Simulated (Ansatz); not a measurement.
Two shapes of doublet C₂H.

Shape 1:

```xyz
3

H     0.0000    0.0000   -1.4287
C     0.0000    0.0000   -0.4385
C     0.0000    0.0000    0.6767
```

Shape 2:

```xyz
3

H     0.0075    0.0021   -1.5467
C     0.0061   -0.0062   -0.4718
C    -0.0032    0.0034    0.7267
```

Basis set: cc-pVDZ (spherical functions). Correlated methods keep 2 orbitals frozen. Charge 0, multiplicity 2.

Computed with Ansatz (development build ahead of 0.2.0); each method stands on the lowest determinant of its kind that the runs found.

(1) Which shape is lower in energy, and by how much in each method?

Answers

(1)

| method | E(2) − E(1) (eV) |
| --- | --- |
| UHF | -0.703 |
| UHF-MP2 | -0.643 |

Shape 2 is lower. Caution: the unrestricted determinant is spin contaminated.
